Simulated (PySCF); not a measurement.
## The Si–H bond energy of SiH₃⁺

Level of theory: PBE0 in PySCF with Si def2-TZVP, H def2-TZVP; no relativity; density-fitted integrals.

Each entry is the lowest minimum that a search over a few typed start shapes (and spin states, where more than one is plausible) found, or that minimum re-optimised at the stated level; isomers with ligand–ligand bonds, or fragments after loss of a ligand pair, can lie lower.

Total energies (Eh), which compare only within these settings: H atom -0.50106.

```csv
species,2S+1,group,E (Eh),ZPE (kJ/mol)
SiH₂⁺,2,C2v,-290.15859,31.7
SiH₃⁺,1,D3h,-290.80719,57.9
```

**Question.** What are De and D0 for SiH₃⁺ → SiH₂⁺ + H?

**Answer.** De = [(-290.15859) + (-0.50106) − (-290.80719)] × 2625.5 = 387 kJ/mol. The zero-point energy changes by -26.2 kJ/mol, so D0 = 361 kJ/mol.

Atoms and open shells are unrestricted, without spin–orbit or basis-set superposition corrections.
